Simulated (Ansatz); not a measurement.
Si (P6₃/mmc, No. 194, 4 atoms in the cell; start mp-165; another form than the element's usual one)

These are HSE06 (Ansatz, a quantum-chemistry and plane-wave program, plane waves, PAW) values and carry that method's errors.

Numerical settings: plane-wave cutoff 500 eV, 6×6×4 k mesh (along the axes of the cell as run), gaussian smearing 0.02 eV, scalar-relativistic PAW data made under PBE.

Cell (relaxed at this level):

```
Si
1.0
    3.83307     0.00000     0.00000
   -1.91653     3.31953     0.00000
    0.00000     0.00000     6.32651
Si
4
Cartesian
  0.00000   2.21302   0.39726
  1.91653   1.10651   5.92925
  1.91653   1.10651   3.56051
  0.00000   2.21302   2.76599
```

For Si (P6₃/mmc, No. 194, 4 atoms in the cell; start mp-165; another form than the element's usual one), the band gap is 0.96 eV (on the SCF k mesh).

Note: the relaxation could not lower the start's symmetry, so the cell can be a saddle point above a distorted one.

Computing time: roughly 110 core-seconds.

A start named mp-… is a Materials Project structure, which need not be a measured phase.
